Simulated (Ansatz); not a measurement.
The cluster Si3H5. Charge 0, multiplicity 2. Geometry PBE0-D4/def2-TZVP; atoms count from 1.

```xyz
8

Si    0.577    0.400    1.553
Si    0.715    0.698   -0.728
Si   -0.626   -1.043    0.220
H    -0.053   -2.355   -0.176
H    -0.495    1.405    1.881
H     1.822    0.080   -1.502
H    -2.110   -1.073    0.182
H     0.170    1.888   -1.430
```

The structure comes from a short search, and lower isomers may exist.

Estimate the Mulliken populations from the PBE0/def2-TZVP orbitals of Ansatz.


```json
{"atom": "Si1", "charge (e)": "-0.11", "spin (α − β)": "0.59"}
{"atom": "Si2", "charge (e)": "0.03", "spin (α − β)": "0.22"}
{"atom": "Si3", "charge (e)": "0.03", "spin (α − β)": "0.22"}
{"atom": "H4", "charge (e)": "0.01", "spin (α − β)": "0.00"}
{"atom": "H5", "charge (e)": "0.01", "spin (α − β)": "0.00"}
{"atom": "H6", "charge (e)": "0.01", "spin (α − β)": "0.00"}
{"atom": "H7", "charge (e)": "0.01", "spin (α − β)": "-0.01"}
{"atom": "H8", "charge (e)": "0.01", "spin (α − β)": "-0.01"}
```
Mulliken values and Mayer orders depend strongly on the basis.

Where does the spin sit?

Summed by element: Si 1.02, H -0.02, of 1 unpaired in all. Largest on single atoms: Si1 0.59, Si2 0.22, Si3 0.22.

And the Mayer bond orders between bonded heavy atoms (over 0.3)?

Si1–Si2 1.09 (2.30 Å); Si1–Si3 1.09 (2.30 Å); Si2–Si3 0.87 (2.39 Å).
